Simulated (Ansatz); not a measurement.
# CH4SSi: ionisation energy by level of theory

Aim: the vertical ionisation energy of CH4SSi, as cation minus neutral at the neutral's geometry, on several levels, and how well −ε(HOMO) stands in for it.

Program: Ansatz 0.2.0, Gaussian basis. Level of theory: unrestricted cation, the program's frozen cores in correlated methods. These are calculated values, not measurements.

Plan: UKS PBE-D4/def2-TZVPP; UKS r2SCAN-D4/def2-TZVPP; UKS PBE0-D4/def2-TZVPP; UKS B3LYP-D4/def2-TZVPP; UKS wB97X-V/def2-TZVPP; UKS wB97M-V/def2-TZVPP; UKS B2PLYP/def2-TZVPP; UHF-CCSD(T)/def2-TZVPP; UHF-MP2/def2-QZVPP; extrapolation to the limit; then −ε(HOMO) from the neutral's earlier runs with LDA (SPW92), PBE-D4, revPBE-D4, BLYP-D4, r2SCAN-D4, B97M-V, PBE0-D4, B3LYP-D4, r2SCANh-D4, r2SCAN0-D4, HSE06-D4, BHLYP-D4, CAM-B3LYP-D4, LC-ωPBE, ωB97X-V, ωB97M-V.

## 1. The geometry

The geometry comes from an earlier relaxation with PBE0-D4 in a triple-zeta def2 set; it is a stationary point, not always the lowest conformer.

SMILES `C[Si]S`, 7 atoms, charge 0, spin multiplicity 1.

Atoms are counted from 1 here; the program's logs count them from 0.

Bond lengths: C1–Si2 1.900 Å, C1–H4 1.092 Å, C1–H5 1.099 Å, C1–H6 1.093 Å, Si2–S3 2.131 Å, S3–H7 1.344 Å. Angles: Si2–C1–H4 116.0°, Si2–C1–H5 106.7°, Si2–C1–H6 110.2°, H4–C1–H5 107.8°, H4–C1–H6 109.3°, H5–C1–H6 106.4°, C1–Si2–S3 95.9°, Si2–S3–H7 96.6°.

As a file:

```mol
CH4SSi
  3D, bonds by distance, orders not assigned

  7  6  0  0  0  0  0  0  0  0999 V2000
   -0.8329    0.6199   -0.2593 C   0  0
    0.5246    0.2217    1.0094 Si  0  0
    1.3279   -1.4478   -0.0438 S   0  0
   -1.1829   -0.2185   -0.8652 H   0  0
   -0.4165    1.3748   -0.9404 H   0  0
   -1.6866    1.0892    0.2370 H   0  0
    2.3275   -1.7074    0.8164 H   0  0
  1  2  8  0
  2  3  8  0
  1  4  8  0
  1  5  8  0
  1  6  8  0
  3  7  8  0
M  END
```

## 2. Cation, UKS PBE-D4/def2-TZVPP

File in.yaml:

```yaml
crystal:
  periodic: [false, false, false]
  atoms:
    - {symbol: C, position_ang: [-0.832859, 0.619891, -0.259257]}
    - {symbol: Si, position_ang: [0.524566, 0.221720, 1.009428]}
    - {symbol: S, position_ang: [1.327946, -1.447789, -0.043824]}
    - {symbol: H, position_ang: [-1.182889, -0.218473, -0.865181]}
    - {symbol: H, position_ang: [-0.416464, 1.374829, -0.940392]}
    - {symbol: H, position_ang: [-1.686631, 1.089222, 0.237039]}
    - {symbol: H, position_ang: [2.327531, -1.707400, 0.816385]}
basis:
  gaussian: {orbitals: def2-TZVPP}
total_charge: 1
magnetization: {spin_polarized: true, initial_magnetization: 1}
hamiltonian: {xc: pbe, dispersion: d4}
```

Further steps of the session: Cation, UKS r2SCAN-D4/def2-TZVPP; Cation, UKS PBE0-D4/def2-TZVPP; Cation, UKS B3LYP-D4/def2-TZVPP; Cation, UKS wB97X-V/def2-TZVPP; Cation, UKS wB97M-V/def2-TZVPP; Cation, UKS B2PLYP (frozen core)/def2-TZVPP; Cation, UHF-CCSD(T)/def2-TZVPP; Cation, UHF-MP2/def2-QZVPP.

**Question.** What will the summary of the whole plan be? Wanted: ionisation energy, CCSD(T)/CBS; nearest functional by difference; nearest −ε(HOMO); −ε(HOMO) of PBE; T1 of the cation.

**Answer**, as computed:

```
                        quantity               value
  ionisation energy, CCSD(T)/CBS             8.76 eV
nearest functional by difference  ωB97M-V (-0.12 eV)
                nearest −ε(HOMO)  ωB97X-V (-0.08 eV)
                 −ε(HOMO) of PBE             5.41 eV
                T1 of the cation               0.021
```

By cation minus neutral, the functionals miss by 0.36 eV at most. The PBE orbital energy is 3.3 eV too small: a semilocal HOMO is no ionisation energy. Among orbital estimates ωB97X-V comes nearest. Hartree-Fock falls 1.04 eV short, as the neutral has more correlation energy than the cation. The cation may have settled in a state other than its lowest; no search over hole states beyond the program's own was made.
